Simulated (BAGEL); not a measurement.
# doublet CH8AlN+: levels of theory compared

Aim: a comparison of 4 runs (UHF/STO-3G, UHF/3-21G, ROHF/6-31G*, UHF/6-31G*) of doublet CH8AlN+. 

The calculation is run with BAGEL 1.2.2.

1 further run of the same task is left out (set aside as unsound or not needed).

### 1 The molecule

CH8AlN+: 11 atoms, total charge +1, spin state doublet. SMILES of the parent species: `C[NH2+][AlH3-]`. The shape is that of a PBE0-D4/def2-TZVP optimisation. That shape belongs to the parent species and isn't relaxed for this state.

Bond lengths: C1–N2 1.471 Å, N2–Al3 2.047 Å, C1–H4 1.092 Å, C1–H5 1.090 Å, C1–H6 1.090 Å, N2–H7 1.016 Å, N2–H8 1.016 Å, Al3–H9 1.605 Å, Al3–H10 1.605 Å, Al3–H11 1.605 Å. Some angles: C1–N2–Al3 113.6°, C1–N2–H7 110.3°, C1–N2–H8 110.3°, Al3–N2–H7 107.9°, Al3–N2–H8 108.0°, N2–C1–H4 112.3°, N2–C1–H5 108.6°, N2–C1–H6 108.6°, N2–Al3–H9 99.6°, N2–Al3–H10 99.3°.

### 2 A single-point energy at UHF/STO-3G (density fitting with qzvpp-jkfit) (run 1)

Contents of calc.json:

```json
{ "bagel": [

{
  "title": "molecule",
  "basis": "sto-3g",
  "df_basis": "qzvpp-jkfit",
  "angstrom": "true",
  "geometry": [
    { "atom": "C", "xyz": [       1.245300,       0.109400,      -0.616000 ] },
    { "atom": "N", "xyz": [       0.399800,      -0.208600,       0.544900 ] },
    { "atom": "Al", "xyz": [      -1.600300,       0.053400,       0.199100 ] },
    { "atom": "H", "xyz": [       2.307500,      -0.034700,      -0.407500 ] },
    { "atom": "H", "xyz": [       0.947300,      -0.527900,      -1.447900 ] },
    { "atom": "H", "xyz": [       1.067100,       1.145500,      -0.902200 ] },
    { "atom": "H", "xyz": [       0.658500,       0.369500,       1.339000 ] },
    { "atom": "H", "xyz": [       0.545100,      -1.171200,       0.834500 ] },
    { "atom": "H", "xyz": [      -2.179200,      -0.380700,       1.631500 ] },
    { "atom": "H", "xyz": [      -1.599700,       1.618800,      -0.156000 ] },
    { "atom": "H", "xyz": [      -1.791400,      -0.973500,      -1.019500 ] }
  ]
},

{ "title": "uhf", "charge": 1, "nopen": 1 },

{ "title": "print", "file": "orbitals.molden", "orbitals": "true" }

]}
```

Command:

```
$ BAGEL_NUM_THREADS=1 BAGEL calc.json > calc.out
```

Standard output:

```text
* using 1 threads per process

  ===============================================================
  ===============================================================

  *** Geometry ***

  { "atom" : "C", "xyz" : [      2.353276,      0.206736,     -1.164071 ] },
  { "atom" : "N", "xyz" : [      0.755513,     -0.394197,      1.029712 ] },
  { "atom" : "Al", "xyz" : [     -3.024129,      0.100911,      0.376244 ] },
[... 7 lines of this table left out ...]
  { "atom" : "H", "xyz" : [     -3.385255,     -1.839648,     -1.926576 ] },

  Number of auxiliary basis functions:      424

  Since a DF basis is specified, we compute 2- and 3-index integrals:
    o Being stored without compression. Storage requirement is 0.002 GB

  Number of basis functions:       27
  Number of electrons      :       34

    * METHOD: MOLECULE                             0.13

  *** Open-shell HF ***

  === Nuclear Repulsion ===
   113.4175061892

      * DIIS with orbital gradients will be used.

  === UHF iteration (sto-3g) ===
      0       -334.49511308          0.02286189           0.02
      1       -334.54591230          0.00497115           0.02
      2       -334.55126772          0.00157119           0.02
[... 19 lines of this table left out ...]
     22       -334.55352920          0.00000000           0.02
    * SCF iteration converged.

    * S^2 (UHF) is 0.8333

    * Permanent dipole moment:
           (    0.193404,    -0.090114,     0.182538) a.u.

    * METHOD: UHF                                  0.61

    * METHOD: PRINT                                0.00

  ===============================================================
```

Wall time 0.87 s (1 thread of Arm Neoverse V1, shared host).

### 3 The energy at UHF/3-21G (density fitting with qzvpp-jkfit) (run 2)

Contents of input.json:

```json
{ "bagel": [

{
  "title": "molecule",
  "basis": "3-21g",
  "df_basis": "qzvpp-jkfit",
  "angstrom": "true",
  "geometry": [
    { "atom": "C", "xyz": [    1.245300,    0.109400,   -0.616000 ] },
    { "atom": "N", "xyz": [    0.399800,   -0.208600,    0.544900 ] },
    { "atom": "Al", "xyz": [   -1.600300,    0.053400,    0.199100 ] },
    { "atom": "H", "xyz": [    2.307500,   -0.034700,   -0.407500 ] },
    { "atom": "H", "xyz": [    0.947300,   -0.527900,   -1.447900 ] },
    { "atom": "H", "xyz": [    1.067100,    1.145500,   -0.902200 ] },
    { "atom": "H", "xyz": [    0.658500,    0.369500,    1.339000 ] },
    { "atom": "H", "xyz": [    0.545100,   -1.171200,    0.834500 ] },
    { "atom": "H", "xyz": [   -2.179200,   -0.380700,    1.631500 ] },
    { "atom": "H", "xyz": [   -1.599700,    1.618800,   -0.156000 ] },
    { "atom": "H", "xyz": [   -1.791400,   -0.973500,   -1.019500 ] }
  ]
},
{
  "title": "uhf",
  "charge": 1,
  "nopen": 1
},
{
  "title": "print",
  "file": "orbitals.molden",
  "orbitals": "true"
}

]}
```

Command:

```
$ BAGEL_NUM_THREADS=1 BAGEL input.json > input.out
```

Standard output:

```text
* using 1 threads per process

  ===============================================================
  ===============================================================

  *** Geometry ***

  { "atom" : "C", "xyz" : [      2.353276,      0.206736,     -1.164071 ] },
  { "atom" : "N", "xyz" : [      0.755513,     -0.394197,      1.029712 ] },
  { "atom" : "Al", "xyz" : [     -3.024129,      0.100911,      0.376244 ] },
[... 7 lines of this table left out ...]
  { "atom" : "H", "xyz" : [     -3.385255,     -1.839648,     -1.926576 ] },

  Number of auxiliary basis functions:      424

  Since a DF basis is specified, we compute 2- and 3-index integrals:
    o Being stored without compression. Storage requirement is 0.007 GB

  Number of basis functions:       47
  Number of electrons      :       34

    * METHOD: MOLECULE                             0.14

  *** Open-shell HF ***

  === Nuclear Repulsion ===
   113.4175061892

      * DIIS with orbital gradients will be used.

  === UHF iteration (3-21g) ===
      0       -336.60974632          0.03431894           0.04
      1       -336.68080988          0.01241966           0.04
      2       -336.69006890          0.00655622           0.04
[... 28 lines of this table left out ...]
     31       -336.69358409          0.00000001           0.04
    * SCF iteration converged.

    * S^2 (UHF) is 0.8318

    * Permanent dipole moment:
           (   -0.117395,    -0.060247,     0.223225) a.u.

    * METHOD: UHF                                  1.49

    * METHOD: PRINT                                0.01

  ===============================================================
```

It took 1.8 s on 1 thread of Arm Neoverse V1, shared host.

### 4 The energy at ROHF/6-31G(d) (density fitting with qzvpp-jkfit, spherical functions) (run 3)

calc.json: that of step 2 with these lines changed.

```diff
@@ -4,5 +4,5 @@
   "title": "molecule",
-  "basis": "sto-3g",
+  "basis": "6-31gs.json",
   "df_basis": "qzvpp-jkfit",
-  "angstrom": "true",
+  "angstrom": true,
   "geometry": [
@@ -22,5 +22,13 @@
 
-{ "title": "uhf", "charge": 1, "nopen": 1 },
+{
+  "title": "rohf",
+  "charge": 1,
+  "nopen": 1
+},
 
-{ "title": "print", "file": "orbitals.molden", "orbitals": "true" }
+{
+  "title": "print",
+  "file": "orbitals.molden",
+  "orbitals": true
+}
```

The basis set 6-31G* is read from a file made from the Basis Set Exchange's data (not shown).

Command:

```
$ BAGEL_NUM_THREADS=1 BAGEL calc.json > calc.out
```

Standard output:

```text
* using 1 threads per process

  ===============================================================
  ===============================================================

  *** Geometry ***

  { "atom" : "C", "xyz" : [      2.353276,      0.206736,     -1.164071 ] },
  { "atom" : "N", "xyz" : [      0.755513,     -0.394197,      1.029712 ] },
  { "atom" : "Al", "xyz" : [     -3.024129,      0.100911,      0.376244 ] },
[... 7 lines of this table left out ...]
  { "atom" : "H", "xyz" : [     -3.385255,     -1.839648,     -1.926576 ] },

  Number of auxiliary basis functions:      424

  Since a DF basis is specified, we compute 2- and 3-index integrals:
    o Being stored without compression. Storage requirement is 0.013 GB

  Number of basis functions:       62
  Number of electrons      :       34

    * METHOD: MOLECULE                             0.17

  *** Open-shell HF ***

  === Nuclear Repulsion ===
   113.4175061892

      * DIIS with orbital gradients will be used.

  === ROHF iteration (6-31gs.json) ===
      0       -338.40069276          0.03653966           0.06
      1       -338.49566787          0.01687015           0.06
      2       -338.51011917          0.00939099           0.06
[... 23 lines of this table left out ...]
     26       -338.51571152          0.00000001           0.06
    * SCF iteration converged.

    * S^2 (ROHF) is 0.7500

    * Permanent dipole moment:
           (   -0.070406,    -0.088651,     0.277012) a.u.

    * METHOD: ROHF                                 1.75

    * METHOD: PRINT                                0.01

  ===============================================================
```

It took 2.1 s on 1 thread of Arm Neoverse V1, shared host.

### 5 A single-point energy at UHF/6-31G(d) (density fitting with qzvpp-jkfit, spherical functions) (run 4)

Contents of input.json:

```json
{ "bagel" : [

{
  "title" : "molecule",
  "basis" : "6-31gs.json",
  "df_basis" : "qzvpp-jkfit",
  "angstrom" : "true",
  "geometry" : [
    { "atom" : "C", "xyz" : [    1.245300,    0.109400,   -0.616000 ] },
    { "atom" : "N", "xyz" : [    0.399800,   -0.208600,    0.544900 ] },
    { "atom" : "Al", "xyz" : [   -1.600300,    0.053400,    0.199100 ] },
    { "atom" : "H", "xyz" : [    2.307500,   -0.034700,   -0.407500 ] },
    { "atom" : "H", "xyz" : [    0.947300,   -0.527900,   -1.447900 ] },
    { "atom" : "H", "xyz" : [    1.067100,    1.145500,   -0.902200 ] },
    { "atom" : "H", "xyz" : [    0.658500,    0.369500,    1.339000 ] },
    { "atom" : "H", "xyz" : [    0.545100,   -1.171200,    0.834500 ] },
    { "atom" : "H", "xyz" : [   -2.179200,   -0.380700,    1.631500 ] },
    { "atom" : "H", "xyz" : [   -1.599700,    1.618800,   -0.156000 ] },
    { "atom" : "H", "xyz" : [   -1.791400,   -0.973500,   -1.019500 ] }
  ]
},
{
  "title" : "uhf",
  "charge" : 1,
  "nopen" : 1
},
{
  "title" : "print",
  "file" : "orbitals.molden",
  "orbitals" : "true"
}

]}
```

The basis set 6-31G* is read from a file made from the Basis Set Exchange's data (not shown).

Command:

```
$ BAGEL_NUM_THREADS=1 BAGEL input.json > input.out
```

Standard output:

```text
* using 1 threads per process

  ===============================================================
  ===============================================================

  *** Geometry ***

  { "atom" : "C", "xyz" : [      2.353276,      0.206736,     -1.164071 ] },
  { "atom" : "N", "xyz" : [      0.755513,     -0.394197,      1.029712 ] },
  { "atom" : "Al", "xyz" : [     -3.024129,      0.100911,      0.376244 ] },
[... 7 lines of this table left out ...]
  { "atom" : "H", "xyz" : [     -3.385255,     -1.839648,     -1.926576 ] },

  Number of auxiliary basis functions:      424

  Since a DF basis is specified, we compute 2- and 3-index integrals:
    o Being stored without compression. Storage requirement is 0.013 GB

  Number of basis functions:       62
  Number of electrons      :       34

    * METHOD: MOLECULE                             0.17

  *** Open-shell HF ***

  === Nuclear Repulsion ===
   113.4175061892

      * DIIS with orbital gradients will be used.

  === UHF iteration (6-31gs.json) ===
      0       -338.40069276          0.03653966           0.06
      1       -338.50489484          0.01688843           0.06
      2       -338.52244551          0.00940194           0.06
[... 25 lines of this table left out ...]
     28       -338.52979912          0.00000001           0.06
    * SCF iteration converged.

    * S^2 (UHF) is 0.8263

    * Permanent dipole moment:
           (   -0.088810,    -0.071159,     0.241650) a.u.

    * METHOD: UHF                                  1.85

    * METHOD: PRINT                                0.01

  ===============================================================
```

It took 2.1 s on 1 thread of Arm Neoverse V1, shared host.

### 6 The series

```tsv
run	level	energy (Eh)	⟨S²⟩	wall time
1	UHF/STO-3G (density fitting with qzvpp-jkfit)	-334.553529	0.833	0.87 s
2	UHF/3-21G (density fitting with qzvpp-jkfit)	-336.693584	0.832	1.8 s
3	ROHF/6-31G* (density fitting with qzvpp-jkfit, spherical functions)	-338.515712	0.750	2.1 s
4	UHF/6-31G* (density fitting with qzvpp-jkfit, spherical functions)	-338.529799	0.826	2.1 s
```

### 7 Results

| quantity | value |
| --- | --- |
| run 4: total energy | -338.52980 Eh |
| run 4: ⟨S²⟩ | 0.826 |

**Reading.** In run 1 the basis is minimal, so the values are rough. All runs together took 6.9 s, the longest 2.1 s.
